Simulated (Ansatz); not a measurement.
A made-up structure of B₂NH₄ (charge -1), singlet:

```csv
atom,x (Å),y (Å),z (Å)
B1,-1.0734,0.2409,-0.7740
N2,1.0735,-0.2409,0.7739
B3,0.0003,-0.0002,-0.0004
H4,-1.9175,-0.6203,-1.0057
H5,-1.2715,1.3360,-1.2930
H6,1.0597,-0.0882,1.7823
H7,1.9525,-0.5876,0.3897
```

It is relaxed with PBE-D4/def2-SVPD and then PBE0-D4/def2-TZVPD (Ansatz 0.2.0). Atoms count as bonded within 1.22 times the sum of their covalent radii (H–H: 0.88 Å). The end point is not checked to be a true minimum.

**Question.** Does its bonding change? (Judge from chemistry; the calculation decides.)

**Answer.** Computed: No: no bond forms or breaks.

Where it ends: The first stage lowers the energy by 0.96 eV in 12 steps. It ends as B₂NH₄ ([BH2][B][NH2]), total charge -1:
```
atom    x (Å)    y (Å)    z (Å)
  B1  -1.1860   0.2659  -0.8550
  N2   1.1545  -0.2591   0.8324
  B3   0.0380  -0.0089   0.0268
  H4  -2.0172  -0.5965  -1.0782
  H5  -1.3712   1.3568  -1.3650
  H6   1.1696  -0.1167   1.8313
  H7   2.0359  -0.6019   0.4804
```

The highest PBE0 orbital of the anion lies well above zero, so the extra electron may be unbound in the gas phase.

Labels in which every atom is bracketed show which atoms are joined, not bond orders.

For scale, one of the runs: PBE0-D4/def2-TZVPD relaxation, 147 basis functions, launched by `ansatz run in.yaml --threads 2 --pin off --events-out ev --progress --plain --max-ram 4352MiB`. Hardware: 2 CPU threads of an Arm Neoverse V2, shared host. Wall time about 13 s.
